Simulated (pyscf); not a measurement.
**Routes from SnH₂ [singlet] + H₂S**

Candidate steps break at most two bonds and form at most two. Each was searched with GFN2-xTB (tblite) first. Single points on ωB97X-D3(BJ)/def2-SVP structures (PySCF, gas phase). Energies: ωB97M-D3(BJ)/def2-TZVP, eV, from the separated reactants, singlet surface; ΔG‡ with ideal gas, 1 atm, RRHO with modes under 100 cm⁻¹ raised to 100, one conformer, R ln 2 for chiral ones without a mode under 150 cm⁻¹.

```
products                                       type   ΔE‡     ΔE  ΔG‡ 298 K  ΔG‡ 900 K  ν‡ (cm⁻¹)
----------------------  ---------------------------  ----  -----  ---------  ---------  ---------
HS–SnH: [singlet] + H₂         four-centre exchange  0.08  -0.95       0.51       1.37      1301i
HS–SnH₃                                   insertion  0.75  -1.33       1.16       1.97      1219i
S=SnH₂ + H₂             concerted two-bond exchange  1.98  +0.08       2.36       3.19      1124i
```

Row 1: On the reactant side the descent ends in an adduct with a S–Sn contact, 0.72 eV under the separated species and 0.61 eV under the saddle at ωB97X-D3(BJ)/def2-TZVP. Row 2: On the reactant side the descent ends in an adduct with a S–Sn contact, 0.70 eV under the separated species and 1.26 eV under the saddle at ωB97X-D3(BJ)/def2-TZVP. Row 3: On the reactant side the descent ends in an adduct with a S–Sn contact, 0.67 eV under the separated species and 2.50 eV under the saddle at ωB97X-D3(BJ)/def2-TZVP. 

Plain bond fissions and candidates not yet searched are not listed, and one of them may be faster. Each barrier is that of the saddle found; lower ones may exist. Elements past Kr carry the def2 core potentials, without spin-orbit coupling.
